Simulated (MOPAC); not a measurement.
MOPAC input (AM1):

```
AM1 PRECISE GNORM=0.05 LET XYZ CHARGE=-1 GEO-OK AUX(PRECISION=9) THREADS=1
C3H2N

C    -0.30533261 1   -1.70728978 1    0.02202826 1
C     0.49586612 1   -0.60667486 1   -0.00020802 1
C    -0.03560035 1    0.72219420 1   -0.00712747 1
H     0.36628103 1   -2.59455723 1    0.02243663 1
H     1.59772456 1   -0.59297275 1   -0.01500254 1
N    -0.41337207 1    1.81973609 1   -0.01365582 1
```

Q: What heat of formation does the run end on?

A: 73.34 kcal/mol.
